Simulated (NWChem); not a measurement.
SiH₃, doublet; SMILES [SiH3]

Computed with NWChem. Spin-unrestricted. In the optimisation the excess spin sits in a (C3, its own frame). Coordinates come from a PBE0-D3(BJ)/def2-TZVP, spin-unrestricted optimisation. No stability test was run on the SCF state. Principal shifts from the free-electron g value, in parts per thousand; spin-orbit coupling by linear response on scalar ZORA.

For level B3LYP/x2c-SVPall, ZORA:

```yaml
"Δg2 (ppt)": 2.24
"Δg3 (ppt)": 2.24
```

Task: Estimate the same quantities for level BP86/x2c-SVPall, ZORA.

Result: 
- Δg2 (ppt): 2.38
- Δg3 (ppt): 2.38
